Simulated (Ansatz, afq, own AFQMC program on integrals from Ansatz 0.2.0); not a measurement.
## BSiH4, doublet in 6-31G, levels against CCSDT(Q)

```xyz
6

Si    0.0000    0.0000    0.5624
B     0.0000    0.0000   -1.3599
H     0.0000    1.2187    1.4093
H     0.0000   -1.2187    1.4093
H     0.7138    0.7522   -1.9521
H    -0.7138   -0.7522   -1.9521
```

Connectivity, by distances: SiH2–BH2.

Basis 6-31G. Only valence electrons are correlated. Ansatz 0.2.0 and our own AFQMC program on the same integrals; the CISD trial comes from CCSD amplitudes, and released means the phaseless constraint is let go. Free AFQMC starts from the CCSD state and is never constrained. Its projection time is finite, and what remains of the start isn't in its error. ± is one standard error of the sampling.

Determinant: UHF, the one that the program's search chose, which needn't be the lowest solution. The geometry is a point of a scan.

No full CI on the walks' own integrals is used here; CCSDT(Q) serves as the reference and is uncertain by about the last step of the cluster series.

The T1 diagnostic is 0.0221. The weight of the determinant in the CISD state is 0.907, the ⟨S²⟩ of the determinant is 0.762 and the size of the correlated space is 11 electrons in 24 orbitals.

```
  level  correlation energy (eV)
    MP2                  -2.6650
   CCSD                  -3.5101
CCSD(T)                  -3.5787
```

**Question.** Estimate where free-projection AFQMC lies against CCSD(T) on the same integrals.

**Answer.** 0.58 ± 0.24 mEh below CCSD(T).

Reference: CCSDT(Q), correlation energy -3.602 eV. The released energy is read at 2.40 1/Eh (meV from the phaseless value at times in 1/Eh: -3 ± 5 at 0.24, -5 ± 5 at 0.51, -1 ± 6 at 0.99, -3 ± 6 at 1.62, -6 ± 6 at 2.40).

```json
{"level": "CCSD(T)", "E − E(reference) (mEh)": "0.84", "share of correlation (%)": "99.37"}
{"level": "CCSDT", "E − E(reference) (mEh)": "0.07", "share of correlation (%)": "99.95"}
{"level": "ph-AFQMC/CISD", "E − E(reference) (mEh)": "-0.02 ± 0.24", "share of correlation (%)": "100.01"}
{"level": "released AFQMC", "E − E(reference) (mEh)": "-0.24 ± 0.23", "share of correlation (%)": "100.18"}
{"level": "free AFQMC", "E − E(reference) (mEh)": "0.26 ± 0.24", "share of correlation (%)": "99.80"}
```

Free projections are given only where their last times agree within the noise and don't stop above the reference; a slow remainder of the start can still hide under it. A walk keeps the symmetry of its determinant, which the program's search chose and which needn't be the lowest solution, so a lower state of the same spin and another symmetry isn't excluded. Released energies are given only where the last usable release times agree within the noise; a slower fall can still hide under it.
